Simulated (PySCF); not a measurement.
# Orbital energies and ionisation energy

Compound: cis-3-hexene, C6H12.
Cartesian coordinates in Å at the PBE0-D3(BJ)/def2-SVP level; atoms count from 1:
```xyz
18
C6H12 angstrom
C     -2.7107   -0.3110    0.2963
C     -1.4993    0.1074   -0.5331
C     -0.5649    1.0018    0.2218
C      0.6857    0.7331    0.6186
C      1.4775   -0.5136    0.3703
C      2.6650   -0.2789   -0.5599
H     -2.4023   -0.8921    1.1790
H     -3.2684    0.5671    0.6592
H     -3.4065   -0.9283   -0.2924
H     -0.9707   -0.7866   -0.8990
H     -1.8503    0.6422   -1.4338
H     -0.9786    1.9813    0.4949
H      1.2177    1.5196    1.1694
H      0.8337   -1.3075   -0.0392
H      1.8503   -0.8944    1.3380
H      2.3271    0.0516   -1.5542
H      3.3341    0.5017   -0.1641
H      3.2612   -1.1952   -0.6893
```

Level: PBE0/def2-SVPD (PySCF). Frontier orbitals with their largest atomic shares (Löwdin; up to four atoms above 4 %):

```
orbital  ε (eV)                          main atoms
 HOMO−3   -9.51  C2 14 %, C1 14 %, C5 13 %, C6 12 %
 HOMO−2   -9.45   C5 13 %, C2 11 %, C6 10 %, C1 9 %
 HOMO−1   -8.88  C5 14 %, C2 14 %, C4 14 %, C3 14 %
   HOMO   -6.95                                   ?
   LUMO    0.39    C3 21 %, C4 21 %, C6 7 %, C1 7 %
 LUMO+1    1.03    C4 17 %, C3 17 %, C1 8 %, C6 8 %
 LUMO+2    1.25   C1 18 %, C6 18 %, H8 8 %, H17 8 %
```

**Question.** What vertical ionisation energy does ΔSCF give, and how far is −ε(HOMO) from it?

**Answer.** ΔSCF: 8.93 eV (862 kJ/mol; threshold wavelength 139 nm); ⟨S²⟩ of the doublet left behind is 0.753, against 0.75 for a pure doublet. −ε(HOMO) is 6.95 eV, 1.98 eV below it. In exact Kohn–Sham theory the two would be equal; PBE0 (global hybrid, 25 % exact exchange) falls short of its own ΔSCF value by 22 %. Holes in the HOMO−1 and HOMO−2 were tried too where these lie within 1.2 eV of the HOMO; the lowest converged state counts.

**Question.** On which atoms does the HOMO lie?

**Answer.** C4 (alkene CH carbon) 34 %, C3 (alkene CH carbon) 34 %, C2 (allylic carbon) 6 %, C5 (allylic carbon) 6 %, so no atom holds as much as 40 %. The HOMO−1 lies 1.93 eV lower.

**Question.** What total energies stand behind the ΔSCF value?

**Answer.** E(N) = -235.39505 Eh and E(N − 1) = -235.06684 Eh at the same geometry, 0.32821 Eh apart.

**Question.** With α = 77.5 au, estimate the like-pair dispersion coefficient by London's formula C6 = (3/4)α²I.

**Answer.** I = 0.3282 Eh, so C6 ≈ 1480 au, a rough estimate.

**Question.** How many of the 10 lowest singlet excitations (vertical TDDFT, same level) lie below the ionisation energy?

**Answer.** All 10; they run from 6.58 to 8.61 eV.

One conformer (not necessarily the lowest) at the PBE0-D3(BJ)/def2-SVP geometry, without solvent, vibrations or thermal averaging.

The run behind these numbers computed excited states and ΔSCF ions as well. The run took 51 s of wall time on an Intel Xeon 6975P-C with one thread, shared host, and the process peaked at 0.85 GiB of memory.
